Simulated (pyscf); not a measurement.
Optimised with ωB97X-D3(BJ)/def2-SVP in PySCF.

Question: Estimate the classical barrier height and the reaction energy of H₂As–InH₂ (SMILES [AsH2][InH2]) + H₂O (SMILES O) -> AsH₃ (SMILES [AsH3]) + HO–InH₂ (SMILES [OH][InH2]) at r²SCAN/def2-TZVP. The step runs on the singlet surface, breaks As–In, H–O and forms As–H, In–O; take the separated reactants as zero.

Answer: ΔE‡ = 47.9 kJ/mol, ΔE = +27.1 kJ/mol. ωB97M-D3(BJ)/def2-TZVP gives 69.6 kJ/mol and +28.2 kJ/mol. Zero-point energy shifts the barrier by -3.0 kJ/mol. It is a four-centre exchange, with an imaginary mode of 1040i cm⁻¹. On the reactant side the descent ends in an adduct with a In–O contact, 60.7 kJ/mol under the separated species and 119.4 kJ/mol under the saddle at ωB97X-D3(BJ)/def2-TZVP. On the product side the descent ends in an adduct with a As–In contact, 55.8 kJ/mol under the separated species and 65.8 kJ/mol under the saddle at ωB97X-D3(BJ)/def2-TZVP. What is counted as formed (In–O) is already present as a longer contact in the reactant adduct; forming that adduct is a step of its own. What is counted as broken (As–In) persists as a longer contact in the product adduct; parting that adduct is a step of its own. At ωB97X-D3(BJ) the barrier from the zero used here is 58.7 kJ/mol. One saddle was located; it need not be the lowest between these sides. Elements up to Kr have no core potential and no relativistic terms here. Elements past Kr carry the def2 core potentials, without spin-orbit coupling.
